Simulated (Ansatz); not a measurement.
GaH₂, doublet along the angle H2-Ga1-H3

Starting geometry (PBE0/def2-TZVP stationary point for this spin, not checked as a minimum):

```xyz
3

Ga    0.0000   -0.0222    0.0000
H     0.0000    0.7688   -1.3831
H     0.0000    0.7688    1.3831
```

From there the angle named below is changed in its plane at fixed bond lengths, both arms turning rigidly about the middle atom; atoms are numbered as listed. Energies are in kcal/mol, counted from the starting geometry at the same level.

Basis aug-cc-pVDZ; Ansatz 0.2.0. Only valence electrons are correlated (noble-gas cores and the filled d shells of p-block atoms frozen). R marks a restricted (for open shells ROHF) determinant, U an unrestricted one. Active spaces: valence = (5e, 6o) chosen from the atoms' valence shells. No spin–orbit coupling is included, and no scalar relativity.

Runs in a small pair space aren't shown, since their orbitals change along the scan.

Full CI is exact within this basis and frozen core; it isn't the basis-set limit. The frozen core follows each run's orbitals, which can shift R against U totals by a few meV for light atoms and by up to 0.1 eV past Ca.

| angle H2-Ga1-H3 (°) | full CI | unpaired electrons (full CI) | error RHF | error UMP2 | error BCCD(T) | error UCCSDT | error UCCSDT(Q) | error MRCISD+Q (valence space) |
| --- | --- | --- | --- | --- | --- | --- | --- | --- |
| 70.6 | 27.7 | 1.04 | 3.6 | 1.0 | 0.1 | -0.1 | -0.1 | 0.1 |
| 84.4 | 13.4 | 1.03 | 1.7 | 0.5 | 0.0 | 0.0 | 0.0 | 0.0 |
| 101.7 | 3.3 | 1.03 | 0.4 | 0.1 | 0.0 | 0.0 | 0.0 | -0.1 |
| 120.5 | 0.0 | 1.03 | 0.0 | 0.0 | 0.0 | 0.0 | 0.0 | 0.0 |
| 123.2 | 0.1 | 1.03 | 0.0 | 0.0 | 0.0 | 0.0 | 0.0 | 0.0 |
| 143.2 | 4.3 | 1.03 | 0.5 | 0.2 | 0.0 | 0.0 | 0.0 | 0.0 |
| 156.3 | 10.2 | 1.03 | 1.3 | 0.5 | 0.0 | 0.0 | 0.0 | 0.0 |
| 180.0 | 20.0 | 1.05 | 4.4 | 1.3 | 0.1 | 0.1 | 0.0 | 0.0 |

Unpaired electrons are Σ n²(2−n)² over natural occupations. Errors are those of relative energies. In total energy the starting point itself misses full CI by: RHF 50.5, UMP2 13.2, BCCD(T) 0.3, UCCSDT -0.1, UCCSDT(Q) -0.1, MRCISD+Q (valence space) -0.3 kcal/mol.

Spread of the error over the points with a reference, to 180.0 ° (largest less smallest): BCCD(T) 0.1, UCCSDT(Q) 0.1, UCCSDT 0.1, MRCISD+Q (valence space) 0.1, UMP2 1.3, RHF 4.4 kcal/mol.
